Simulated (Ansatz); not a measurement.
fcc Ca, treated with r²SCAN (PAW; Ansatz, an electronic-structure program).

Settings: plane-wave cutoff 600 eV, 16×16×16 k mesh, Fermi–Dirac smearing 0.1 eV, finite displacements, force constants from a 4×4×4 q mesh, scalar-relativistic PAW data made under PBE.

Computed at the level's own relaxed cell. Harmonic vibrational thermodynamics at fixed volume:

```csv
T (K),S_vib (J/K per mol of atoms),C_V (J/K per mol of atoms),F_vib (eV/atom)
0,0.00,0.00,0.0213
200,(withheld),(withheld),(withheld)
300,(withheld),(withheld),(withheld)
500,(withheld),(withheld),(withheld)
600,(withheld),(withheld),(withheld)
700,(withheld),(withheld),(withheld)
800,(withheld),(withheld),(withheld)
```

**Question.** Complete the blanks.

**Answer.** 
- 200, S_vib (J/K per mol of atoms): 31.85
- 200, C_V (J/K per mol of atoms): 23.49
- 200, F_vib (eV/atom): -0.0112
- 300, S_vib (J/K per mol of atoms): 41.56
- 300, C_V (J/K per mol of atoms): 24.28
- 300, F_vib (eV/atom): -0.0496
- 500, S_vib (J/K per mol of atoms): 54.08
- 500, C_V (J/K per mol of atoms): 24.70
- 500, F_vib (eV/atom): -0.1498
- 600, S_vib (J/K per mol of atoms): 58.59
- 600, C_V (J/K per mol of atoms): 24.77
- 600, F_vib (eV/atom): -0.2082
- 700, S_vib (J/K per mol of atoms): 62.42
- 700, C_V (J/K per mol of atoms): 24.82
- 700, F_vib (eV/atom): -0.2710
- 800, S_vib (J/K per mol of atoms): 65.73
- 800, C_V (J/K per mol of atoms): 24.85
- 800, F_vib (eV/atom): -0.3374

The crystal is taken as a harmonic solid at every temperature: melting, phase changes and thermal expansion are not seen, nor the electrons' share in a metal.
